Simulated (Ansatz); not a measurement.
Reaction: C2H5Cl (SMILES CCCl) → CH2Cl (SMILES [CH2]Cl, doublet) + CH3 (SMILES [CH3], doublet) (the C-C bond breaks)
Each species at its own B3LYP-D3(BJ)/def2-TZVP minimum (Ansatz, an electronic-structure program).

Total energies in hartree (Ansatz). Radicals and triplets start from unrestricted determinants; spin-orbit coupling is neglected. Correlated methods leave the cores frozen. No relativity.

| species | HF/cc-pV(T+d)Z | CCSD(T)/cc-pV(T+d)Z | HF/cc-pV(Q+d)Z | CCSD(T)/cc-pV(Q+d)Z | CCSD(T)/cc-pV(D+d)Z | CCSDT(Q)/cc-pV(D+d)Z |
|---|---|---|---|---|---|---|
| 1: C2H5Cl (SMILES C(Cl)C) | -538.19992 | -538.81133 | -538.20875 | -538.85913 | -538.64789 | -538.64948 |
| 2: CH2Cl (SMILES [CH2]Cl, doublet) | -498.51663 | -498.90011 | -498.52303 | -498.93482 | -498.78429 | -498.78553 |
| 3: CH3 (SMILES [CH3], doublet) | -39.57748 | -39.76098 | -39.58026 | -39.77245 | -39.71583 | -39.71634 |

**Question.** Work out the bond dissociation energy (electronic) in kcal/mol: take Hartree-Fock from cc-pV(Q+d)Z, extrapolate the CCSD(T) correlation energy as X^-3 (X = 3, 4), and add CCSDT(Q) - CCSD(T) in cc-pV(D+d)Z. 1 hartree = 627.51 kcal/mol.

**Answer.** 
Species 1: correlation (64·(-0.65038) - 27·(-0.61141))/37 = -0.67882; step -0.00159; E1 = -538.20875 + (-0.67882) + (-0.00159) = -538.88916
Species 2: correlation (64·(-0.41179) - 27·(-0.38348))/37 = -0.43245; step -0.00124; E2 = -498.52303 + (-0.43245) + (-0.00124) = -498.95672
Species 3: correlation (64·(-0.19219) - 27·(-0.18350))/37 = -0.19853; step -0.00051; E3 = -39.58026 + (-0.19853) + (-0.00051) = -39.77930
-1·E1 +1·E2 +1·E3 = 0.15314 hartree = 96.1 kcal/mol.
